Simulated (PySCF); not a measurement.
Gas-phase reaction: 3 CH₂Cl₂ + 2 C₃H₆ (cyclic) → 6 HCl + 3 C₃H₄ (allene)

Energies from PySCF (xtb for GFN2), thermal terms from the rigid-rotor harmonic-oscillator model, ideal gas at 1 bar. Table values come from the NASA 1993 polynomials. † marks an energy on the PBE0/def2-TZVP geometry and frequencies; other levels use their own. All species are closed-shell singlets.

Levels: a) LDA/def2-TZVP†; b) PBE0/def2-QZVP†; c) PBE0/def2-SVP†; d) PBE/def2-TZVP†; e) GFN2-xTB.

Task: Order the levels by the distance of their ΔH°(298 K) from the table for this reaction, closest first.

Result: d (+15 kJ), b (+48 kJ), c (+83 kJ), a (+156 kJ), e (+211 kJ)

The table gives 198 kJ. The order holds for this reaction alone, and for the 1993 entries, some of which have been revised since.
